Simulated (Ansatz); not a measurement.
Zinc-blende ZnSe was calculated with RPBE (Ansatz, a first-principles code, PAW).

Total energies, extrapolated to zero smearing (they compare only within this program, potentials and cutoff; free atoms with spin allowed, lowest state found):

```csv
system,energy (eV/atom)
"zinc-blende ZnSe, relaxed",-4400.5165
free Zn atom,-3323.7042
free Se atom,-5472.8891
```

Q: Work out the cohesive energy per atom.

A: E_coh = [1 × (-3323.7042) + 1 × (-5472.8891)]/2 − (-4400.5165) = 2.22 eV/atom. The reference value is 2.67 eV/atom (measured, zero-point energy (9/8 kB θD) added and atomic spin-orbit splittings removed, spin-orbit-averaged atoms; as tabulated in Albrecht et al. (1997), arXiv:cond-mat/9706128), a difference of -0.45 eV/atom.

The PAW data were made under PBE.
